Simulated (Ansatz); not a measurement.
**SiP+ (singlet): wave-function methods side by side, 6-31G**

The task here is to estimate one member of a computed series from the others.

The runs use Ansatz 0.2.0, Gaussian basis; 6-31G, core rule «outside noble gas», up to 10 orbitals frozen.

The runs, in order: UHF; CCSD(T) on RHF; CCSD(T) on UHF; BCCD(T) on RHF; CISD; CCSDT(Q) on RHF; CCSDT(Q) on UHF; CISDTQ; CCSDTQ on RHF; CCSDTQ on UHF; CASSCF and MRCISD+Q, 8 electrons in 8 orbitals; CASSCF and NEVPT4(SD), 8 electrons in 8 orbitals; CASSCF and NEVPT2, 8 electrons in 8 orbitals; Full CI; Full CI in the symmetry of the determinant.

10 further runs of the same task are left out: 6 that didn't finish, 4 set aside as unsound or not needed.

## The system

The geometry is a PBE0/def2-TZVP stationary point (not a proven minimum) of the parent state, kept for this charge and spin.

2 atoms, charge 1, spin multiplicity 1.

Atoms are counted from 1 here; the program's logs count them from 0.

Bond lengths: Si1–P2 2.217 Å.

The first run:

File in.yaml:

```yaml
crystal:
  periodic: [false, false, false]
  atoms:
    - {symbol: Si, position_ang: [0.000000, 0.000000, 0.000000]}
    - {symbol: P, position_ang: [0.000000, 0.000000, 2.216600]}
basis:
  gaussian: {orbitals: 6-31G}
total_charge: 1
magnetization: {spin_polarized: true, initial_magnetization: 0}
hamiltonian: {xc: hf}
output: {orbitals: {seedname: orbitals}}
```

Launch:

```bash
$ ansatz run in.yaml --threads 1 --pin off --events-out ev --progress --plain --max-ram 2393MiB
```

Steps of the session up to this table: UHF; CCSD(T) on RHF; CCSD(T) on UHF; BCCD(T) on RHF; CISD; CCSDT(Q) on RHF; CCSDT(Q) on UHF; CISDTQ; CCSDTQ on RHF; CCSDTQ on UHF; CASSCF and MRCISD+Q, 8 electrons in 8 orbitals; CASSCF and NEVPT4(SD), 8 electrons in 8 orbitals; CASSCF and NEVPT2, 8 electrons in 8 orbitals; Full CI; Full CI in the symmetry of the determinant.

One table of the session follows, with a row left open; its other results are not shown here.

```
            method  from FCI (kcal/mol)
    CASSCF valence               +15.59
    NEVPT2 valence                +4.39
NEVPT4(SD) valence                +0.48
    MRCISD valence                    ?
  MRCISD+Q valence                 0.00
               FCI                    0
```

Estimate the missing values for MRCISD valence.

The run gave: from FCI (kcal/mol): +0.31. In the column «from FCI (kcal/mol)» it lies between FCI (0) and NEVPT4(SD) valence (+0.48).

Left out of the table: RHF, UHF, RMP2, UMP2, CISD, RCCSD, UCCSD, RCCSD(T), UCCSD(T), BCCD(T), RCCSDT, UCCSDT, CISDTQ, RCCSDT(Q), UCCSDT(Q), RCCSDTQ, UCCSDTQ (another determinant or state than the rows shown).

To keep in mind: The determinant is far from a pure spin state, so its energy mixes those of several spin states (harmless only where they are near-degenerate, as at dissociation). The report flags that the cluster equations may have other roots.
